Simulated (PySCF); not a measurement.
## What each rung costs and misses: atomization of CS, singlet

Geometry (MP2(full)/6-31G*, from the G2/97 set):

| atom | x (Å) | y (Å) | z (Å) |
| --- | --- | --- | --- |
| C | 0.0000 | 0.0000 | 0.0000 |
| S | 0.0000 | 0.0000 | 1.5447 |

Measured, as an electronic atomization energy: 171.3 kcal/mol (G2/97 heats of formation of molecule and atoms, with zero-point and thermal terms from B3LYP taken off; Curtiss et al., J. Chem. Phys. 106, 1063 (1997), Staroverov et al., J. Chem. Phys. 119, 12129 (2003)). The measured value holds scalar relativity and spin–orbit coupling, which all computed ones lack, and core correlation, which the wave-function levels lack. Atoms are taken at the same level; beside RHF, RMP2 and RCC rows they are unrestricted. PySCF 2.14.0; the 6-31G* set has Cartesian d functions; a miss is computed less measured; times are wall times on shared hosts and scatter by a factor of two or so; they hold the correlated step alone (with one SCF for RCCSD(T)), and functionals start from a converged Hartree–Fock density. B3LYP has the VWN-RPA form, and B2PLYP's MP2 part freezes the cores. A small miss in a small set is a cancellation of the method's error against the basis error.

```
    level        basis  miss (kcal/mol)  time of the run      hardware
  full CI       STO-3G            -10.3           0.06 s  1 CPU thread
 RCCSD(T)       STO-3G            -11.1           0.16 s  1 CPU thread
RCCSDT(Q)       STO-3G            -10.5           0.36 s  1 CPU thread
 RCCSD(T)       6-31G*            -15.1           0.41 s  1 CPU thread
    SPW92        6-31G              1.9           0.59 s  1 CPU thread
     PBE0        6-31G            -34.7            0.7 s  1 CPU thread
   B2PLYP        6-31G            -39.4           0.74 s  1 CPU thread
    SPW92       6-31G*             26.4           0.77 s  1 CPU thread
   r2SCAN       STO-3G             16.8           0.78 s  1 CPU thread
    B3LYP        6-31G            -35.5           0.83 s  1 CPU thread
    SPW92  cc-pV(D+d)Z             28.5           0.88 s  1 CPU thread
   B2PLYP       6-31G*             -9.2            1.1 s  1 CPU thread
   revPBE       6-31G*             -2.2            1.1 s  1 CPU thread
      PBE       6-31G*              4.7            1.1 s  1 CPU thread
   r2SCAN        6-31G            -30.9            1.2 s  1 CPU thread
   B2PLYP  cc-pV(D+d)Z             -7.5            1.2 s  1 CPU thread
    B3LYP  cc-pV(D+d)Z             -7.3            1.3 s  1 CPU thread
   revPBE  cc-pV(D+d)Z             -0.3            1.3 s  1 CPU thread
      PBE  cc-pV(D+d)Z              6.7            1.3 s  1 CPU thread
    SPW92  cc-pV(T+d)Z             30.3            1.7 s  1 CPU thread
   r2SCAN       6-31G*             -6.2            1.8 s  1 CPU thread
   r2SCAN  cc-pV(D+d)Z             -4.5              2 s  1 CPU thread
   revPBE  cc-pV(T+d)Z              0.9            2.5 s  1 CPU thread
      PBE  cc-pV(T+d)Z              7.9            2.5 s  1 CPU thread
     BLYP  cc-pV(T+d)Z              0.5            2.6 s  1 CPU thread
    B3LYP  cc-pV(T+d)Z             -5.6            2.8 s  1 CPU thread
    BHLYP  cc-pV(T+d)Z            -20.0            2.8 s  1 CPU thread
 RCCSD(T)  cc-pV(T+d)Z             -7.9              4 s  1 CPU thread
CAM-B3LYP  cc-pV(T+d)Z             -8.3            5.1 s  1 CPU thread
  wB97M-V        6-31G            -33.0            5.7 s  1 CPU thread
  wB97M-V  cc-pV(D+d)Z             -1.4            6.7 s  1 CPU thread
   B2PLYP  cc-pV(Q+d)Z             -1.7            8.6 s  1 CPU thread
   B97M-V  cc-pV(T+d)Z              0.4             10 s  1 CPU thread
  wB97M-V  cc-pV(T+d)Z             -0.3             12 s  1 CPU thread
    SPW92  cc-pV(Q+d)Z             30.8             17 s  1 CPU thread
     PBE0  cc-pV(Q+d)Z             -3.4             17 s  1 CPU thread
      PBE  cc-pV(Q+d)Z              8.3             19 s  1 CPU thread
   r2SCAN  cc-pV(Q+d)Z             -2.5             26 s  1 CPU thread
RCCSDT(Q)  cc-pV(D+d)Z            -15.2             30 s  1 CPU thread
 RCCSD(T)  cc-pV(Q+d)Z             -3.7             47 s  1 CPU thread
```

The smallest set from which on each level stays within 1 kcal/mol of its own cc-pV(Q+d)Z value: RHF cc-pV(T+d)Z; PBE cc-pV(T+d)Z; r2SCAN cc-pV(T+d)Z; B3LYP cc-pV(T+d)Z; wB97M-V cc-pV(T+d)Z; B2PLYP none (cc-pV(T+d)Z is 1.7 kcal/mol off); RMP2 none (cc-pV(T+d)Z is 4.4 kcal/mol off); RCCSD(T) none (cc-pV(T+d)Z is 4.2 kcal/mol off).
